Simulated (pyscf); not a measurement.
`[NH]=[Zr]([Cl])[Cl]` + `[ClH]` -> `[NH]=[Zr]([Cl])[Cl]` + `[ClH]` (four-centre exchange; singlet surface; Cl–Zr, Cl–H broken, Cl–Zr, Cl–H formed). Optimised with ωB97X-D3(BJ)/def2-SVP in PySCF. Energies in kJ/mol from the separated reactants.

```tsv
level	barrier	reaction energy
ωB97X-D3(BJ)/def2-TZVP	___	0.0
PBE/def2-TZVP	-73.0	0.0
r²SCAN/def2-TZVP	-75.8	0.0
PBE0-D3(BJ)/def2-TZVP	-72.0	0.0
M06-2X/def2-TZVP	___	0.0
HF/def2-TZVP	5.7	0.0
```

Complete the blanks.


- ωB97X-D3(BJ)/def2-TZVP, barrier: -74.2
- M06-2X/def2-TZVP, barrier: -64.0

On the reactant side the descent ends in an adduct with a Cl–Zr contact, 86.9 kJ/mol under the separated species and 12.6 kJ/mol under the saddle at ωB97X-D3(BJ)/def2-TZVP. On the product side the descent ends in an adduct with a Cl–Zr contact, 86.9 kJ/mol under the separated species and 12.7 kJ/mol under the saddle at ωB97X-D3(BJ)/def2-TZVP. At ωB97X-D3(BJ), PBE, r²SCAN, PBE0-D3(BJ), M06-2X the saddle lies under the separated reactants, which points to a path from their complex (located at ωB97X-D3(BJ) alone). At ωB97X-D3(BJ), PBE, r²SCAN, PBE0-D3(BJ), M06-2X the saddle lies under the separated products, which points to a path from their complex (located at ωB97X-D3(BJ) alone). What is counted as formed (Cl–Zr) is already present as a longer contact in the reactant adduct; forming that adduct is a step of its own. What is counted as broken (Cl–Zr) persists as a longer contact in the product adduct; parting that adduct is a step of its own. One saddle was located; it need not be the lowest between these sides. Elements past Kr carry the def2 core potentials, without spin-orbit coupling.
